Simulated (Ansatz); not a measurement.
Input and output for C₂H₄N₂O (`C=NC(=N)O`).

```yaml
crystal:
  periodic: [false, false, false]
  atoms:
    - {symbol: C, position_ang: [0.267224, 1.352879, -0.984633]}
    - {symbol: N, position_ang: [0.370906, 0.023095, -0.660236]}
    - {symbol: C, position_ang: [-0.046538, -0.606514, 0.384522]}
    - {symbol: N, position_ang: [-0.118973, -1.944068, 0.406394]}
    - {symbol: O, position_ang: [-0.310286, 0.156248, 1.439987]}
    - {symbol: H, position_ang: [-0.002946, 1.911945, -0.133679]}
    - {symbol: H, position_ang: [0.465396, 1.905843, -1.921879]}
    - {symbol: H, position_ang: [0.187605, -2.235893, -0.420922]}
    - {symbol: H, position_ang: [-0.414243, -0.503170, 2.238045]}
basis:
  gaussian: {orbitals: aug-cc-pVTZ, final_grid: {core_spheres: 20, valence_spheres: 16, degree: 47}, nuclear_model: gaussian}
hamiltonian: {xc: {name: wB97}}
output: {forces: true}
```

```sh
$ ansatz run in.yaml --threads 2 --pin off --events-out ev --progress --plain --max-ram 4352MiB
```

Output, abridged:

```
Functional definition: wB97
1279 factors; their error is unknown
632 factors; integrals over basis functions are off by at most 3.6e-5 eV
mean field evaluation 1: about -7157.7565 eV, gradient 6.1e1 eV
mean field evaluation 2: about -7157.5064 eV, gradient 6.4e1 eV
mean field evaluation 4: about -7164.9982 eV, gradient 4.1e0 eV
mean field evaluation 8: about -7165.0328 eV, gradient 1.6e-1 eV
mean field evaluation 16: about -7164.9875 eV, gradient 1.2e-3 eV
mean field -7164.98745990 eV, -263.3084325484 hartree, gradient 5.4e-5 eV, S^2 0.000000; 0 other end points of the search recorded, 0 dependent functions left out
reference -7164.98744465 eV, -263.3084319879 hartree; 19, 19 occupied and 303, 303 virtual orbitals, 1279 factors
Total energy: -7164.98744465 eV, -263.3084319879 hartree
Atom 0 at     0.267224     1.352879    -0.984633 Å, force     0.299377    -5.456940     2.687854 eV/Å
Atom 1 at     0.370906     0.023095    -0.660236 Å, force     1.497172     6.774115    -8.661950 eV/Å
Atom 2 at    -0.046538    -0.606514     0.384522 Å, force    -0.666086    -5.259976     3.146284 eV/Å
Atom 3 at    -0.118973    -1.944068     0.406394 Å, force    -1.691474     5.453659     4.939618 eV/Å
Atom 4 at    -0.310286     0.156248     1.439987 Å, force    -0.668111    -1.967400     3.535281 eV/Å
Atom 5 at    -0.002946     1.911945    -0.133679 Å, force    -0.751093     1.446305     0.776291 eV/Å
Atom 6 at     0.465396     1.905843    -1.921879 Å, force     0.295693    -1.288228     0.264172 eV/Å
Atom 7 at     0.187605    -2.235893    -0.420922 Å, force     1.595573    -1.645869    -4.477308 eV/Å
Atom 8 at    -0.414243    -0.503170     2.238045 Å, force     0.088949     1.944334    -2.210243 eV/Å
Dipole moment:     0.042706     0.645353    -0.087953 e Å
```

It took 15 s on 2 threads of an Arm Neoverse V1 on a shared host, with 0.85 GiB of host memory at the peak.
